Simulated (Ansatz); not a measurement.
This geometry of ClH3Si + H3N (9 atoms, charge 0, multiplicity 1) is a first-order saddle point.

Method: RKS PBE-D4/def2-SVP (Ansatz).

```xyz
9
Properties=species:S:1:pos:R:3
Si -0.299 0.071 -0.106
Cl 0.215 0.675 2.478
H 0.740 -0.968 0.143
H 0.021 1.515 -0.296
H -0.931 -0.345 -1.432
N -1.883 -0.224 0.926
H -2.251 -1.185 0.865
H -2.645 0.432 0.696
H -1.418 0.029 1.901
```

Q: Which two structures does it join? (They come from a converged band through this point; their orientation in space is the band's.)

A: Bonds broken: Si1–Cl2, N6–H9. Bonds formed: Si1–N6, Cl2–H9. ClH3Si + H3N becomes ClH + H5NSi.

First end point:

```xyz
9
Properties=species:S:1:pos:R:3
Si 0.237 0.021 0.016
Cl 0.552 0.240 2.086
H 1.656 0.053 -0.509
H -0.452 1.193 -0.614
H -0.304 -1.322 -0.368
N -2.280 -0.044 0.994
H -3.082 -0.204 0.368
H -2.463 0.840 1.488
H -2.315 -0.777 1.715
```

Last end point:

```xyz
9
Properties=species:S:1:pos:R:3
Si -0.451 -0.022 -0.410
Cl -0.201 0.528 3.262
H 0.611 -0.980 0.035
H 0.009 1.402 -0.345
H -0.845 -0.345 -1.830
N -1.796 -0.172 0.753
H -2.190 -1.114 0.864
H -2.570 0.492 0.628
H -1.017 0.210 2.219
```

Q: How far does it lie above each of them?

A: 13.7 kcal/mol above the first and 6.9 kcal/mol above the second. This is the barrier of this one path; another mechanism may lie lower. The orbitals stay closed-shell, which can raise the energy where a bond breaks towards radicals; this wasn't checked here.

The run took 2.2 min on 2 threads of Arm Neoverse V1, with other jobs on the host, peak memory 0.12 GiB.
